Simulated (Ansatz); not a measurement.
Solid bromine was calculated with HSE06-D3(BJ) in Ansatz (plane waves, PAW).

Input:

Ansatz 0.2 input:
```yaml
crystal:
  lattice:
    - [2.1363550957, -3.3928901567, 0.0]
    - [2.1363550957, 3.3928901567, 0.0]
    - [0.0, 0.0, 8.6568332996]
  atoms:
    - { symbol: Br, position: [0.8608471678, 0.8608471678, 0.8856639748] }
    - { symbol: Br, position: [0.6391528322, 0.6391528322, 0.3856639748] }
    - { symbol: Br, position: [0.3608471678, 0.3608471678, 0.6143360252] }
    - { symbol: Br, position: [0.1391528322, 0.1391528322, 0.1143360252] }
basis:
  ecutwfc: 460
  ecutrho_ratio: 4
  xc_grid: 2
kpoints:
  mp_grid: { grid: [8, 8, 4] }
  band_path: { path: [[0, 0, 0], [0.034912, 0.034912, 0]], npoints: 1 }
hamiltonian:
  xc: hse06
  dispersion: d3bj
  pseudopotentials: { kind: paw }
scf:
  occupations: { method: fermi_dirac, width: 0.01 }
  convergence: { dr2_threshold: 0.0000000004 }
output:
  forces: true
  stress: true
  eigenvalues: true
  write_bands: true
```

The run printed, among other lines:

```
WARN output.stress: scf.exx.energy_threshold = 1e-6 eV is looser than the 4e-8 eV advised for a stress under a hybrid functional (1e-8 eV for each atom of the …
Crystal: 4 atoms, lattice volume = 125.497 Å³
Basis set: ecut = 460 eV, 2795 PW (Γ), exchange–correlation on 60×60×128 points (8 copies of the dense FFT grid, shifted against one another)
Bands: 18, of which v1, the nominal top of the filled ones, is band 14 counted from 1 (13 counted from 0)
Symmetry: 8 space group operations
Space group: Cmce (ITA 64), of the structure as read, at distance tolerance 5.0e-5 Å
k-points: 63 of 256
SCF iter   1: F=—  HF=-11133.617016 eV  |F-HF|=—  |Δ(HF+E_count)|=         —  Δρ=1.52e-3  dr2=2.49e-3
SCF iter   2: F=—  HF=-11133.617626 eV  |F-HF|=—  |Δ(HF+E_count)|=   6.09e-4  Δρ=6.43e-4  dr2=2.67e-4
  ...
Crystal: 4 atoms, lattice volume = 125.497 Å³
Initial density: handed on by an earlier stage of this run
Crystal: 4 atoms, lattice volume = 125.497 Å³
SCF 3 converged in 6 iterations: F = -11140.811270 eV  dr2 = 4.55e-11
Crystal: 4 atoms, lattice volume = 125.497 Å³
SCF iter   1: F=—  HF=-11140.811270 eV  |F-HF|=—  |Δ(HF+E_count)|=         —  Δρ=8.70e-7  dr2=4.50e-10
SCF iter   2: F=-11140.811270 eV  HF=-11140.811270 eV  |F-HF|=5.46e-12  |Δ(HF+E_count)|=  1.64e-11  Δρ=1.20e-7  dr2=7.63e-12
SCF 4 converged in 2 iterations: F = -11140.811270 eV  dr2 = 7.63e-12
Free energy (F): -11140.811270 eV
Internal energy: -11140.811270 eV  (E = F + TS)
E sigma→0 (E₀):  -11140.811270 eV
Fermi energy:    2.941719 eV
--- Forces (eV/Å), atoms counted from 1 ---
  atom   1  Br     0.00336577    -0.00000000     0.00384926
  atom   2  Br    -0.00336577     0.00000000     0.00384926
  atom   3  Br     0.00336577    -0.00000000    -0.00384926
  atom   4  Br    -0.00336577     0.00000000    -0.00384926
--- Stress (GPa, compression-positive) ---
        0.008996       0.000000       0.000000
        0.000000      -0.017091       0.000000
        0.000000       0.000000      -0.014494
  P = ⅓ Tr σ = -0.0075 GPa (-0.075 kbar)
```

The PAW data were made under PBE.

Computing time: about 9 core-minutes (a rough figure).

Ansatz is a first-principles code.
